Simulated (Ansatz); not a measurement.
Relaxed structures of CH8AlN, singlet (PBE0-D4/def2-TZVP; forces vanish, vibrations not checked; lower isomers may exist, and structures with a doubtful reference or unclear bonds are left out; Å). Computed with Ansatz 0.2.0 (basis: def2-TZVPP); correlated methods freeze the cores.

Problem. Rank them by CCSD(T) energy, lowest first, and give each one's height above the lowest. Links in brackets join atoms within 1.22 times the sum of their covalent radii (1.1 for two metals). (Judge from chemistry; the value comes from the calculation.)
A.
CH₈AlN ([CH3][AlH2][NH3])
```
11
angstrom
C 1.3981 0.1759 -0.8474
N -1.5118 0.0137 0.2973
Al 0.4610 -0.3051 0.8225
H 2.4811 0.0599 -0.7309
H 1.1097 -0.4584 -1.6930
H 1.2302 1.2179 -1.1423
H 0.5437 0.7275 2.0520
H 0.3521 -1.8645 1.1984
H -2.1191 -0.1916 1.0840
H -1.6724 0.9778 0.0242
H -1.7915 -0.5822 -0.4750
```
B.
CH₈AlN ([NH3][CH2][AlH3])
```
11
angstrom
C 0.4996 -0.2844 0.7464
N 1.0668 0.1142 -0.5921
Al -1.4759 0.0261 0.2695
H 2.0776 0.0543 -0.7062
H 0.5848 -0.4633 -1.2948
H 0.7375 1.0692 -0.7804
H 0.9514 0.3721 1.4913
H 0.8153 -1.3123 0.9304
H -2.5935 -0.2751 1.3680
H -1.2600 1.5740 -0.2408
H -1.4256 -0.9076 -1.0864
```
C.
CH₈AlN ([CH3][NH2][AlH3])
```
11
angstrom
C 1.2453 0.1094 -0.6160
N 0.3998 -0.2086 0.5449
Al -1.6003 0.0534 0.1991
H 2.3075 -0.0347 -0.4075
H 0.9473 -0.5279 -1.4479
H 1.0671 1.1455 -0.9022
H 0.6585 0.3695 1.3390
H 0.5451 -1.1712 0.8345
H -2.1792 -0.3807 1.6315
H -1.5997 1.6188 -0.1560
H -1.7914 -0.9735 -1.0195
```
D.
a complex of CH₆AlN ([CH3][NH][AlH2]) + H₂
```
11
angstrom
C 1.6653 -0.2993 -0.4337
N 0.6001 -0.1166 0.5280
Al -1.1443 -0.2810 0.2785
H 2.3691 -1.0849 -0.1335
H 1.2458 -0.5943 -1.3988
H -1.1758 2.2982 -0.4063
H 0.9518 0.1460 1.4368
H 2.2437 0.6181 -0.5992
H -2.0899 -0.0284 1.5239
H -1.8794 2.2201 -0.6522
H -1.6420 -0.7413 -1.1537
```

Solution. Computed: A (0.000 eV), C (0.676 eV), D (1.257 eV), B (2.322 eV). Heights count from the lowest.

No T1 diagnostic of these runs exceeds 0.011.

For scale, one of the runs: CCSD(T)/def2-TZVPP, 216 basis functions, launched by `ansatz run in.yaml --threads 2 --pin off --events-out ev --progress --plain --max-ram 4352MiB`. Hardware: 2 CPU threads of an Arm Neoverse V2, shared host. Wall time 69 s; peak host memory 3.1 GiB.
